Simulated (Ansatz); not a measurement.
# N2: the cost of one run

Program: Ansatz 0.2.0. Level of theory: the levels named in each step. These are calculated values, not measurements.

### Step 1. The system as given

Bond lengths: N1–N2 1.156 Å.

Structure file:

```xyz
2

N     0.0000    0.0000    0.0000
N     0.0000    0.0000    1.1555
```

### Step 2. A rough first relaxation, PBE-D4/def2-SVP

This run stands in another session on the same molecule. It ended at:

```xyz
2

N     0.0000    0.0000   -0.0665
N     0.0000    0.0000    1.2220
```

### Step 3. Relaxation, PBE0-D4/def2-TZVPP

This run stands in another session on the same molecule. It ended at:

```xyz
2

N     0.0000    0.0000   -0.0554
N     0.0000    0.0000    1.2109
```

### Step 4. Relaxation, CCSD(T)/cc-pV(T+d)Z

Input file input.yaml:

```yaml
crystal:
  periodic: [false, false, false]
  atoms:
    - { symbol: "N", position_ang: [0.0, 0.0, -0.05537791] }
    - { symbol: "N", position_ang: [0.0, 0.0, 1.21090791] }
magnetization:
  spin_polarized: true
  initial_magnetization: 2
basis:
  gaussian: { orbitals: "cc-pV(T+d)Z.json" }
correlation:
  method: ccsd_t
scf:
  omitted_lower_state_checks: [cluster_reference]
relax:
  f_tol: 0.002
  max_steps: 40
```

The run is started by

```console
$ ansatz run input.yaml --threads 2 --pin off --max-ram 5120MiB --backend cpu --events-out ev --progress --plain --runs-dir out
```

What time and memory should one allow on 2 threads of Arm Neoverse N1, shared host?

About 42 s, with a peak of 0.28 GiB.
